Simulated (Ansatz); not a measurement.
AlCl2 (`[Cl][Al][Cl]`) radical, relaxed with UKS PBE0-D4/def2-TZVP in Ansatz from a PBE-D4/def2-SVP geometry. The force threshold is 0.005 eV/Å; the program also tests the step.

Total charge 0; spin multiplicity 2.

Start:

```xyz
3

Cl    0.836    1.460   -0.826
Al   -0.287   -0.328   -0.564
Cl   -0.549   -1.132    1.390
```

**Question.** How much energy does the relaxation release, and in how many steps? (An estimate is asked.)

**Answer.** The calculation gave: 1.07 kJ/mol, in 2 steps.

**Question.** Which bonds change most? (An estimate is asked.)

**Answer.** Computed: Al2–Cl3 from 2.128 to 2.102 Å; Cl1–Al2 from 2.128 to 2.102 Å.

**Question.** Give the relaxed structure. (Estimate.)

**Answer.** Computed: 
```xyz
3

Cl    0.825    1.439   -0.808
Al   -0.287   -0.328   -0.563
Cl   -0.538   -1.110    1.371
```
